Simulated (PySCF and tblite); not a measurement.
Results of a calculation; reference values are marked as such.
**Dynamics report: rotation**

System: C5H7 (charge -1), numbered as in [CH2:1]=[CH:2]/[CH:3]=[CH:4]\[CH2-:5].

Motion: rotation about the C4–C5 bond (torsion C3–C4–C5–H from -180° to 0°, rising). Level: PBE0/pcSseg-1 + D3(BJ) on GFN2-xTB stationary points, with GFN2-xTB thermal terms. Rate constants are transition-state-theory values, counting equivalent paths, without tunnelling. Programs: tblite and PySCF.

| point | symmetry | E(GFN2) kcal/mol | E(DFT) kcal/mol | ZPE change kcal/mol | lowest mode cm⁻¹ |
| --- | --- | --- | --- | --- | --- |
| start | Cs | 0.0 | 0.0 | 0.00 | 165 |
| saddle | Cs | 44.8 | 37.9 | -2.58 | 2366i |
| end | Cs | 0.0 | 0.0 | 0.00 | 165 |

| Property | Result |
| --- | --- |
| Electronic barrier | 37.9 kcal/mol |
| Barrier with zero-point energy | 35.3 kcal/mol |
| ΔH‡ (298 K) | 35.1 kcal/mol |
| ΔS‡ (298 K, symmetry apart) | -0.7 cal/(mol K) |
| Paths | 2 equivalent paths |
| End point | the same structure with atoms interchanged, or its mirror image |
| Mean lifetime of the start against this motion at 298 K | 1.9×10⁵ years |
| Cost | 25 s on 1 thread of Arm Neoverse V1 (shared host) (rough), peak memory 0.55 GiB, launched as `OMP_NUM_THREADS=1 python ens_run.py task.json out` |

```csv
T/K,ΔG‡ kcal/mol,k s⁻¹
```

ΔG and ΔG‡ leave out symmetry numbers and mirror images; rates count paths: 2 out.

The ion is treated without a counter-ion.
